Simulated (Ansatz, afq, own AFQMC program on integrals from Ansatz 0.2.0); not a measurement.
**NHO (triplet): quantum Monte Carlo beside coupled cluster at distance N1–O2 = 1.159 Å, cc-pVDZ**

Aim: compute NHO (triplet) with auxiliary-field quantum Monte Carlo on the same integrals as coupled cluster, and set the energies side by side.

Computed with Ansatz 0.2.0, Gaussian basis, and an in-house AFQMC program (afq) on its integrals; all values are calculated. Level: cc-pVDZ, frozen cores.

Plan: PBE (unrestricted); r2SCAN (unrestricted); PBE0 (unrestricted); B3LYP (unrestricted); wB97M-V (unrestricted); B2PLYP (unrestricted); CCSD(T) on UHF; CCSDT(Q) on UHF; Phaseless AFQMC, CISD trial on UHF; Phaseless AFQMC, single-determinant trial on UHF; Free-projection AFQMC, CISD trial on UHF.

1 further run of the same task is left out (it didn't finish).

### Step 1. What is computed

The geometry derives from a PBE0/def2-TZVP stationary point (not a proven minimum). One bond is set to the value named and the two fragments are kept rigid.

3 atoms, charge 0, spin multiplicity 3.

Atoms are counted from 1 here; the program's logs count them from 0.

Bond lengths: N1–O2 1.159 Å, O2–H3 0.972 Å. Angles: N1–O2–H3 109.0°.

### Step 2. PBE (unrestricted)

in.yaml

```yaml
crystal:
  periodic: [false, false, false]
  atoms:
    - {symbol: N, position_ang: [0.000000, -0.048934, 0.644700]}
    - {symbol: O, position_ang: [0.000000, 0.092046, -0.505694]}
    - {symbol: H, position_ang: [0.000000, -0.781076, -0.931925]}
basis:
  gaussian: {orbitals: cc-pVDZ}
magnetization: {spin_polarized: true, initial_magnetization: 2}
hamiltonian: {xc: {name: PBE}}
output: {orbitals: {seedname: orbitals}}
```

Run with:

```sh
$ ansatz run in.yaml --threads 1 --pin off --events-out ev --progress --plain --max-ram 1382MiB
```

Standard output:

```text
Functional definition: PBE
  name "PBE"
  cite "Perdew, Burke & Ernzerhof, Phys. Rev. Lett. 77, 3865 (1996) doi:10.1103/PhysRevLett.77.3865"
  parent pbe
  parameter kappa = 0.804
  parameter beta = 0.06672455060314922
  exchange = pbe_x(kappa = kappa, mu = beta*pi^2/3)
  correlation = pbe_c(beta = beta)
391 factors; their error is unknown
mean field evaluation 1: about -3542.9208 eV, gradient 2.2e1 eV
mean field evaluation 2: about -3541.8885 eV, gradient 2.7e1 eV
mean field evaluation 4: about -3545.0122 eV, gradient 7.5e-1 eV
mean field evaluation 8: about -3544.9947 eV, gradient 1.8e-2 eV
mean field -3544.99474593 eV, -130.2761540292 hartree, gradient 2.6e-5 eV, S^2 2.003325; 0 other end points of the search recorded, 0 dependent functions left out
reference -3544.99476075 eV, -130.2761545740 hartree; 9, 7 occupied and 24, 26 virtual orbitals, 391 factors
Total energy: -3544.99476075 eV, -130.2761545740 hartree
```

Wall time 0.45 s (1 thread of Arm Neoverse V2, shared host).

From the report: ⟨S²⟩ of the determinant 2.003 (pure triplet: 2.00).

### Step 3. r2SCAN (unrestricted)

Changes to in.yaml since step 2:

```diff
@@ -9,3 +9,2 @@
 magnetization: {spin_polarized: true, initial_magnetization: 2}
-hamiltonian: {xc: {name: PBE}}
-output: {orbitals: {seedname: orbitals}}
+hamiltonian: {xc: {name: r2SCAN}}
```

The command is unchanged.

Standard output:

```text
Functional definition: r2SCAN
  name "r2SCAN"
  cite "Furness, Kaplan, Ning, Perdew & Sun, J. Phys. Chem. Lett. 11, 8208 (2020) doi:10.1021/acs.jpclett.0c02405"
  cite "Furness, Kaplan, Ning, Perdew & Sun, J. Phys. Chem. Lett. 11, 9248 (2020) doi:10.1021/acs.jpclett.0c03077"
  parent r2scan
  parameter k0 = 0.174
  parameter k1 = 0.065
  parameter a1 = 4.9479
  exchange = r2scan_x(k0 = k0, k1 = k1, a1 = a1)
  correlation = r2scan_c
391 factors; their error is unknown
mean field evaluation 1: about -3545.4514 eV, gradient 2.0e1 eV
mean field evaluation 2: about -3545.5665 eV, gradient 2.0e1 eV
mean field evaluation 4: about -3547.1885 eV, gradient 6.1e-1 eV
mean field evaluation 8: about -3547.1725 eV, gradient 1.2e-2 eV
mean field -3547.17247358 eV, -130.3561840441 hartree, gradient 2.1e-5 eV, S^2 2.007217; 0 other end points of the search recorded, 0 dependent functions left out
reference -3547.17247787 eV, -130.3561842020 hartree; 9, 7 occupied and 24, 26 virtual orbitals, 391 factors
Total energy: -3547.17247787 eV, -130.3561842020 hartree
```

It took 0.96 s on 1 thread of Arm Neoverse V2, shared host.

From the report: ⟨S²⟩ of the determinant 2.007 (pure triplet: 2.00).

### Step 4. PBE0 (unrestricted)

Changes to in.yaml since step 3:

```diff
@@ -9,2 +9,3 @@
 magnetization: {spin_polarized: true, initial_magnetization: 2}
-hamiltonian: {xc: {name: r2SCAN}}
+hamiltonian: {xc: {name: PBE0}}
+output: {orbitals: {seedname: orbitals}}
```

Launched as before.

Standard output:

```text
Functional definition: PBE0
  name "PBE0"
  cite "Adamo & Barone, J. Chem. Phys. 110, 6158 (1999) doi:10.1063/1.478522"
  cite "Perdew, Burke & Ernzerhof, Phys. Rev. Lett. 77, 3865 (1996) doi:10.1103/PhysRevLett.77.3865"
  parent pbe
  parameter a = 0.25
  parameter kappa = 0.804
  parameter beta = 0.06672455060314922
  exchange = (1 - a)*pbe_x(kappa = kappa, mu = beta*pi^2/3) + a*exact_x
  correlation = pbe_c(beta = beta)
309 factors; integrals over basis functions are off by at most 1.3e-3 eV
mean field evaluation 1: about -3543.7707 eV, gradient 1.7e1 eV
mean field evaluation 2: about -3544.3420 eV, gradient 1.4e1 eV
mean field evaluation 4: about -3545.1489 eV, gradient 5.6e-1 eV
mean field evaluation 8: about -3545.1499 eV, gradient 8.9e-3 eV
mean field -3545.14989375 eV, -130.2818556065 hartree, gradient 2.5e-5 eV, S^2 2.005696; 0 other end points of the search recorded, 0 dependent functions left out
reference -3545.14990369 eV, -130.2818559719 hartree; 9, 7 occupied and 24, 26 virtual orbitals, 309 factors
Total energy: -3545.14990369 eV, -130.2818559719 hartree
```

Run time: 0.42 s. Hardware: 1 thread of Arm Neoverse V2, shared host.

From the report: ⟨S²⟩ of the determinant 2.006 (pure triplet: 2.00).

### Step 5. B3LYP (unrestricted)

Changes to in.yaml since step 4:

```diff
@@ -9,3 +9,2 @@
 magnetization: {spin_polarized: true, initial_magnetization: 2}
-hamiltonian: {xc: {name: PBE0}}
-output: {orbitals: {seedname: orbitals}}
+hamiltonian: {xc: {name: B3LYP}}
```

Launched as before.

Standard output (excerpt; [...] marks lines left out):

```text
Functional definition: B3LYP
  name "B3LYP"
  cite "Stephens, Devlin, Chabalowski & Frisch, J. Phys. Chem. 98, 11623 (1994) doi:10.1021/j100096a001"
  cite "Becke, Phys. Rev. A 38, 3098 (1988) doi:10.1103/PhysRevA.38.3098"
  cite "Lee, Yang & Parr, Phys. Rev. B 37, 785 (1988) doi:10.1103/PhysRevB.37.785"
  cite "Vosko, Wilk & Nusair, Can. J. Phys. 58, 1200 (1980) doi:10.1139/p80-159"
[...]
309 factors; integrals over basis functions are off by at most 1.3e-3 eV
[...]
mean field -3548.82377444 eV, -130.4168682316 hartree, gradient 1.6e-5 eV, S^2 2.005061; 0 other end points of the search recorded, 0 dependent functions left out
reference -3548.82388619 eV, -130.4168723384 hartree; 9, 7 occupied and 24, 26 virtual orbitals, 309 factors
Total energy: -3548.82388619 eV, -130.4168723384 hartree
```

Wall time 0.48 s (1 thread of Arm Neoverse V2, shared host).

From the report: ⟨S²⟩ of the determinant 2.005 (pure triplet: 2.00).

### Step 6. wB97M-V (unrestricted)

Changes to in.yaml since step 5:

```diff
@@ -9,2 +9,3 @@
 magnetization: {spin_polarized: true, initial_magnetization: 2}
-hamiltonian: {xc: {name: B3LYP}}
+hamiltonian: {xc: {name: wB97M-V}}
+output: {orbitals: {seedname: orbitals}}
```

Launched as before.

Standard output (excerpt; [...] marks lines left out):

```text
Functional definition: wB97M-V
  name "wB97M-V"
  cite "Mardirossian & Head-Gordon, J. Chem. Phys. 144, 214110 (2016) doi:10.1063/1.4952647"
  cite "Becke, J. Chem. Phys. 107, 8554 (1997) doi:10.1063/1.475007"
  cite "Vydrov & Van Voorhis, J. Chem. Phys. 133, 244103 (2010) doi:10.1063/1.3521275"
  # Of w^i u^j: cxij and so on, Table III.
[...]
  gx(w, u) = 1 - cx + cx01*u + cx10*w
  gss(w, u) = css00 + css04*u^4 + css10*w + css20*w^2 + css43*w^4*u^3
  gos(w, u) = cos00 + cos10*w + (cos20 + cos21*u)*w^2 + (cos60 + cos61*u)*w^6
[...]
      + integral(e_c_pw_mod_opposite_spin*gos(b97_w_opposite, b97_u_opposite)) + vv10(b, c)
309 factors; integrals over basis functions are off by at most 1.3e-3 eV
75 factors; integrals over basis functions are off by at most 7.3e-6 eV
[...]
mean field -3547.73519084 eV, -130.3768635221 hartree, gradient 8.4e-5 eV, S^2 2.004132; 0 other end points of the search recorded, 0 dependent functions left out
reference -3547.73520729 eV, -130.3768641264 hartree; 9, 7 occupied and 24, 26 virtual orbitals, 309 factors
Total energy: -3547.73520729 eV, -130.3768641264 hartree
```

Run time: 1.6 s. Hardware: 1 thread of Arm Neoverse V2, shared host.

From the report: ⟨S²⟩ of the determinant 2.004 (pure triplet: 2.00).

### Step 7. B2PLYP (unrestricted)

Changes to in.yaml since step 6:

```diff
@@ -9,3 +9,3 @@
 magnetization: {spin_polarized: true, initial_magnetization: 2}
-hamiltonian: {xc: {name: wB97M-V}}
-output: {orbitals: {seedname: orbitals}}
+hamiltonian: {xc: {name: B2PLYP}}
+correlation: {electrons: outside_noble_gas}
```

Launched as before.

Standard output (excerpt; [...] marks lines left out):

```text
Functional definition: B2PLYP
  name "B2PLYP"
  cite "Grimme, J. Chem. Phys. 124, 034108 (2006) doi:10.1063/1.2148954"
  cite "Becke, Phys. Rev. A 38, 3098 (1988) doi:10.1103/PhysRevA.38.3098"
  cite "Lee, Yang & Parr, Phys. Rev. B 37, 785 (1988) doi:10.1103/PhysRevB.37.785"
[...]
309 factors; integrals over basis functions are off by at most 1.3e-3 eV
[...]
mean field -3543.14963079 eV, -130.2083472985 hartree, gradient 7.2e-6 eV, S^2 2.009375; 0 other end points of the search recorded, 0 dependent functions left out
2 core orbitals not correlated: weight in the atoms' cores, before any rotation towards them, 1.000 or more for the frozen orbitals, at most 0.000 for the correlated occupied ones
reference -3543.14969747 eV, -130.2083497489 hartree; 7, 5 occupied and 24, 26 virtual orbitals, 309 factors
second order -9.52727808 eV of doubles, -0.00000000 eV of singles
Total energy: -3545.72206255 eV, -130.3028824220 hartree
```

It took 0.54 s on 1 thread of Arm Neoverse V2, shared host.

From the report: ⟨S²⟩ of the determinant 2.009 (pure triplet: 2.00).

### Step 8. CCSD(T) on UHF

Changes to in.yaml since step 7:

```diff
@@ -9,3 +9,2 @@
 magnetization: {spin_polarized: true, initial_magnetization: 2}
-hamiltonian: {xc: {name: B2PLYP}}
-correlation: {electrons: outside_noble_gas}
+correlation: {method: ccsd_t, electrons: outside_noble_gas, hamiltonian_folder: ham}
```

Same command.

Standard output (excerpt; [...] marks lines left out):

```text
Functional definition: HF
  name "HF"
  cite "Fock, Z. Phys. 61, 126 (1930) doi:10.1007/BF01340294"
  parent pbe
[...]
309 factors; integrals over basis functions are off by at most 1.3e-3 eV
[...]
mean field -3531.63477230 eV, -129.7851840541 hartree, gradient 1.3e-6 eV, S^2 2.017425; 0 other end points of the search recorded, 0 dependent functions left out
2 core orbitals not correlated: weight in the atoms' cores, before any rotation towards them, 1.000 or more for the frozen orbitals, at most 0.000 for the correlated occupied ones
reference -3531.63477230 eV, -129.7851840541 hartree; 7, 5 occupied and 24, 26 virtual orbitals, 309 factors
second order -7.82327369 eV of doubles, -0.00000000 eV of singles
cycle   1  -8.09324627 eV  change   -2.7e-1 eV  update   6.0e-2
[...]
cycle  10  -8.35535704 eV  change   -7.0e-6 eV  update   7.2e-6
perturbative correction -0.17396131 eV, -0.0063929602 hartree
Total energy: -3540.16409065 eV, -130.0986307219 hartree
```

Wall time 0.51 s (1 thread of Arm Neoverse V2, shared host).

From the report: ⟨S²⟩ of the determinant 2.017 (pure triplet: 2.00); correlation -8.5293 eV; T1 0.017; largest double amplitude 0.04.

This run also writes the integrals to the folder ham.

### Step 9. CCSDT(Q) on UHF

Changes to in.yaml since step 8:

```diff
@@ -9,2 +9,2 @@
 magnetization: {spin_polarized: true, initial_magnetization: 2}
-correlation: {method: ccsd_t, electrons: outside_noble_gas, hamiltonian_folder: ham}
+correlation: {method: ccsdt_q, electrons: outside_noble_gas}
```

Launched as before.

Standard output (excerpt; [...] marks lines left out):

```text
Functional definition: HF
  name "HF"
  cite "Fock, Z. Phys. 61, 126 (1930) doi:10.1007/BF01340294"
  parent pbe
[...]
576 factors; integrals over basis functions are off by at most 1.4e-7 eV
[...]
mean field -3531.63484260 eV, -129.7851866376 hartree, gradient 1.3e-6 eV, S^2 2.017426; 0 other end points of the search recorded, 0 dependent functions left out
2 core orbitals not correlated: weight in the atoms' cores, before any rotation towards them, 1.000 or more for the frozen orbitals, at most 0.000 for the correlated occupied ones
reference -3531.63484260 eV, -129.7851866376 hartree; 7, 5 occupied and 24, 26 virtual orbitals, 576 factors
second order -7.82328659 eV of doubles, -0.00000000 eV of singles
cycle   1  -8.09324264 eV  change   -2.7e-1 eV  update   6.7e-2
[...]
cycle  15  -8.54098204 eV  change    8.1e-7 eV  update   6.8e-7
perturbative correction -0.01668323 eV, -0.0006130974 hartree
Total energy: -3540.19250788 eV, -130.0996750358 hartree
```

Run time: 11 s. Hardware: 1 thread of Arm Neoverse V2, shared host; peak memory 0.27 GiB.

From the report: ⟨S²⟩ of the determinant 2.017 (pure triplet: 2.00); correlation -8.5577 eV; T1 0.017; largest double amplitude 0.04.

### Step 10. Phaseless AFQMC, CISD trial on UHF

It reads the integrals that the CCSD(T) run on this determinant wrote.

Run with:

```sh
$ afq ham --method phaseless --trial cisd --walkers 60 --populations 1 --least-time 40 --time-step 0.005 --steps-per-block 50 --equilibration-blocks 28 --max-blocks 300 --target-error 0.00042 --factor-cut 1e-05 --start spin_pure --seed 2906 --release-times 0.24,0.51,0.99,1.62,2.4 --release-step 0.03 --release-every 4 --taylor-order 6
```

Standard output:

```text
orbitals 31  electrons 7 5  factors 234 of 309
reference energy -129.78518405 Eh
CCSD correlation -0.30705364 Eh in 11 cycles, weight of the determinant in the CISD state 0.9141
energy of the start -130.091589 Eh
 block  time / (1/Eh)  mean weight  energy / Eh
     1     0.250  0.9968  -130.090021
     2     0.500  0.9980  -130.090986
     3     0.750  0.9983  -130.090908
     4     1.000  0.9970  -130.095071
     5     1.250  1.0006  -130.096602
     6     1.500  1.0006  -130.099876
     7     1.750  0.9999  -130.095584
     8     2.000  1.0001  -130.101049
     9     2.250  1.0005  -130.098053
    10     2.500  1.0004  -130.094677
    15     3.750  0.9996  -130.097083
    22     5.500  1.0026  -130.098521
    29     7.250  1.0005  -130.093571
    36     9.000  1.0003  -130.093736
    43    10.750  1.0001  -130.103955
    50    12.500  1.0007  -130.093845
    57    14.250  0.9992  -130.097471
    64    16.000  1.0001  -130.094598
    71    17.750  0.9947  -130.095732
    78    19.500  0.9954  -130.098183
    85    21.250  1.0007  -130.093770
    92    23.000  1.0022  -130.097468
    99    24.750  1.0009  -130.104733
   106    26.500  0.9973  -130.095104
   113    28.250  0.9971  -130.099696
   120    30.000  0.9994  -130.100511
   127    31.750  0.9995  -130.096534
   134    33.500  0.9985  -130.097241
   141    35.250  0.9998  -130.108509
   148    37.000  1.0004  -130.096955
   155    38.750  1.0002  -130.092303
   162    40.500  1.0001  -130.100930
   169    42.250  0.9991  -130.099161
   176    44.000  1.0031  -130.099888
   183    45.750  1.0023  -130.098166
   190    47.500  0.9977  -130.105927
   197    49.250  1.0001  -130.098249
   204    51.000  0.9998  -130.096447
   211    52.750  1.0020  -130.097784
   218    54.500  1.0009  -130.092569
   225    56.250  1.0012  -130.092273
   232    58.000  0.9988  -130.099218
   239    59.750  1.0015  -130.094844
   246    61.500  0.9969  -130.103389
   253    63.250  1.0019  -130.098769
   260    65.000  1.0025  -130.098579
   267    66.750  0.9991  -130.103421
   274    68.500  1.0008  -130.094332
   281    70.250  0.9976  -130.097930
   288    72.000  1.0028  -130.106173
   295    73.750  0.9982  -130.101098
   302    75.500  1.0028  -130.110026
blocks merged  error / Eh  count
     1  0.000282  280
     2  0.000324  140
     4  0.000381  70
     8  0.000413  35
    16  0.000391  17
    32  0.000500  8
released: time / (1/Eh)  energy / Eh  error  mean overlap
  0.24  -130.099872  0.000499  0.9893
  0.51  -130.099581  0.000437  0.9888
  0.99  -130.100361  0.000564  0.9732
  1.62  -130.100105  0.000597  0.9659
  2.40  -130.099121  0.000618  0.9867
energy -130.099797 +/- 0.000413 Eh
```

It took 4.3 min on 1 thread of Arm Neoverse V2, shared host.

Energy -3540.1958 ± 0.0112 eV. Caveats: constraint bias not in the error.

### Step 11. Phaseless AFQMC, single-determinant trial on UHF

It reads the integrals that the CCSD(T) run on this determinant wrote.

Run with:

```sh
$ afq ham --method phaseless --trial hf --walkers 120 --populations 1 --least-time 40 --time-step 0.005 --steps-per-block 20 --equilibration-blocks 112 --max-blocks 600 --target-error 0.00126 --factor-cut 1e-05 --start spin_pure --seed 1945 --taylor-order 6
```

Standard output:

```text
orbitals 31  electrons 7 5  factors 234 of 309
reference energy -129.78518405 Eh
CCSD correlation -0.30705364 Eh in 11 cycles, weight of the determinant in the CISD state 0.9141
energy of the start -129.785596 Eh
 block  time / (1/Eh)  mean weight  energy / Eh
     1     0.100  1.0018  -129.888911
     2     0.200  1.0029  -129.937056
     3     0.300  1.0043  -129.994745
     4     0.400  1.0008  -130.013138
     5     0.500  1.0002  -130.051168
     6     0.600  0.9999  -130.063346
     7     0.700  1.0004  -130.067566
     8     0.800  1.0005  -130.085167
     9     0.900  1.0005  -130.063140
    10     1.000  1.0005  -130.062008
    18     1.800  1.0012  -130.097357
    35     3.500  1.0007  -130.096404
    52     5.200  0.9999  -130.122975
    69     6.900  1.0012  -130.128006
    86     8.600  1.0022  -130.073462
   103    10.300  0.9989  -130.088260
   120    12.000  1.0004  -130.090221
   137    13.700  1.0007  -130.096905
   154    15.400  1.0026  -130.137208
   171    17.100  0.9997  -130.119505
   188    18.800  0.9998  -130.075411
   205    20.500  1.0020  -130.069926
   222    22.200  1.0007  -130.087791
   239    23.900  1.0011  -130.088413
   256    25.600  0.9975  -130.096590
   273    27.300  0.9964  -130.105807
   290    29.000  0.9979  -130.122629
   307    30.700  0.9980  -130.082404
   324    32.400  1.0023  -130.093297
   341    34.100  0.9990  -130.077143
   358    35.800  1.0041  -130.091921
   375    37.500  1.0000  -130.081755
   392    39.200  0.9991  -130.110975
   409    40.900  1.0001  -130.089718
   426    42.600  0.9996  -130.089191
   443    44.300  0.9997  -130.111381
   460    46.000  0.9981  -130.073601
   477    47.700  1.0008  -130.061910
   494    49.400  0.9988  -130.090826
   511    51.100  0.9987  -130.112916
   528    52.800  1.0010  -130.113460
   545    54.500  0.9984  -130.076353
   562    56.200  0.9989  -130.088793
   579    57.900  0.9985  -130.128809
   596    59.600  1.0003  -130.157488
   613    61.300  0.9982  -130.111113
   630    63.000  0.9989  -130.103623
   647    64.700  1.0027  -130.086614
   664    66.400  0.9976  -130.096319
   681    68.100  0.9981  -130.077003
   698    69.800  0.9980  -130.104016
blocks merged  error / Eh  count
     1  0.000952  600
     2  0.001227  300
     4  0.001542  150
     8  0.001874  75
    16  0.002101  37
    32  0.002276  18
    64  0.002621  9
energy -130.097531 +/- 0.002276 Eh
```

It took 3 min on 1 thread of Arm Neoverse V2, shared host.

Energy -3540.1342 ± 0.0619 eV. Caveats: constraint bias not in the error; error above the target.

### Step 12. Free-projection AFQMC, CISD trial on UHF

It reads the integrals that the CCSD(T) run on this determinant wrote.

Run with:

```sh
$ afq ham --method free --trial cisd --walkers 60 --time-step 0.03 --max-blocks 80 --target-error 0.00042 --factor-cut 1e-05 --seed 6881 --times 0,0.21,0.42,0.81,1.2,1.8,2.4,3 --taylor-order 8
```

Standard output:

```text
orbitals 31  electrons 7 5  factors 234 of 309
reference energy -129.78518405 Eh
CCSD correlation -0.30705364 Eh in 11 cycles, weight of the determinant in the CISD state 0.9141
repeat  energy at the last time / Eh  error
    10  -130.103845  0.002059
    20  -130.101027  0.001508
    30  -130.100279  0.001252
    40  -130.100006  0.000995
    50  -130.100228  0.000858
    60  -130.099794  0.000788
    70  -130.099455  0.000723
    80  -130.099363  0.000665
time / (1/Eh)  energy / Eh  error  mean overlap
  0.00  -130.092567  0.000219  1.0955
  0.21  -130.096609  0.000238  1.1030
  0.42  -130.098262  0.000269  1.1125
  0.81  -130.099323  0.000309  1.1043
  1.20  -130.099762  0.000342  1.0928
  1.80  -130.100221  0.000393  1.0646
  2.40  -130.100093  0.000526  1.0473
  3.00  -130.099363  0.000665  1.0550
energy -130.099363 +/- 0.000665 Eh
```

Run time: 2.5 min. Hardware: 1 thread of Arm Neoverse V2, shared host.

Energy -3540.1840 ± 0.0181 eV. Caveats: remainder of the start not in the error; error above the target.

### Step 13. All levels side by side

On the UHF determinant, counted from CCSDT(Q) (a yardstick, not exact):

```csv
level,energy (eV),from CCSDT(Q) (meV),statistical error (meV),time
HF,-3531.6348,+8557.7,,
MP2,-3539.4580,+734.5,,
CCSD,-3539.9901,+202.4,,
CCSD(T),-3540.1641,+28.4,,
CCSDT(Q),-3540.1925,0.0,,
"Phaseless AFQMC, CISD trial, step 0.005, 60 walkers",-3540.1958,-3.3,11.2,4.3 min
"Phaseless AFQMC, single-determinant trial, step 0.005, 120 walkers",-3540.1342,+58.3,61.9,3 min
"Free-projection AFQMC, CISD trial, step 0.03, 60 walkers",-3540.1840,+8.5,18.1,2.5 min
```

The functionals' totals stand on their own zeros and serve differences with other points: PBE -3544.995 eV; r2SCAN -3547.172 eV; PBE0 -3545.150 eV; B3LYP -3548.824 eV; wB97M-V -3547.735 eV; B2PLYP -3545.722 eV.

### Step 14. Results

| quantity | value |
| --- | --- |
| CCSD(T) on UHF from CCSDT(Q) | +28.4 meV |
| Phaseless AFQMC, CISD trial on UHF from CCSDT(Q) | -3.3 ± 11.2 meV |
| Phaseless AFQMC, single-determinant trial on UHF from CCSDT(Q) | +58.3 ± 61.9 meV |
| Free-projection AFQMC, CISD trial on UHF from CCSDT(Q) | +8.5 ± 18.1 meV |

What this shows: On UHF the phaseless walk with the CISD trial lies -3.3 meV from CCSDT(Q), within three error bars. Free projection has no constraint; at the last time it gives +8.5 ± 18.1 meV, and from a start that isn't spin pure other spins can mix in. Error bars are statistical and leave out the constraint, the time step and what remains of the start.
